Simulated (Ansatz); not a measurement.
`C=C(C)OC` → `C=COC` + `[CH2]` (triplet) at 400 K and 1 bar (formal loss of a carbene).

Program: Ansatz. Geometries: PBE0-D4/def2-TZVP. ΔE: electronic, gas phase. CCSD(T)/CBS is the MP2 limit (def2-TZVPP, def2-QZVPP) plus CCSD(T) − MP2 in def2-TZVPP, frozen cores. This one scheme is used for every species. Triplets are unrestricted, without spin–orbit coupling. One conformer a species, not always the lowest.

```tsv
species	CCSD(T)/CBS energy (Eh)	H − E (kJ/mol)	S (J/(mol·K))
`C=C(C)OC`	-232.16858	327.4	348.1
`C=COC`	-192.89987	247.8	309.1
`[CH2]` (triplet)	-39.09499	59.0	205.7
```

H − E and S are ideal-gas, rigid-rotor, harmonic terms from PBE0-D4/def2-TZVP, for one conformer and one mirror image of each species, with the whole ground term of open shells counted as degenerate. 1 Eh = 2625.50 kJ/mol, R = 8.31446 J/(mol·K).

Task: By hand: ΔE, ΔH, ΔS and ΔG.

Result: ΔE = (-192.89987) + (-39.09499) − (-232.16858) = 0.17372 Eh = 456.1 kJ/mol. Δ(H − E) = 247.8 + 59.0 − 327.4 = -20.6, so ΔH = 435.5 kJ/mol. ΔS = 309.1 + 205.7 − 348.1 = 166.7 J/(mol·K). ΔG = 435.5 − 400 × (166.7)/1000 = 368.8 kJ/mol.

Task: By hand: the equilibrium constant, and the temperature at which ΔG would vanish if ΔH and ΔS stayed fixed.

Result: log₁₀ K = −ΔG/(RT ln 10) = -48.2. ΔG = 0 at ΔH/ΔS = 2612 K, far beyond where these terms or the molecules hold.

The number of gas molecules changes by +1, which sets the sign of ΔS. A doubt of 5 kJ/mol in ΔE shifts log₁₀ K by 0.7 here. Other conformers and mirror images would add mixing entropy, several J/(mol·K) or more a flexible species. A triplet takes part, so the spin changes. These are equilibria of isolated gas molecules and say nothing of rates. Largest T1 diagnostic: 0.012 (customary marks: 0.02 for closed shells, 0.045 for open ones).
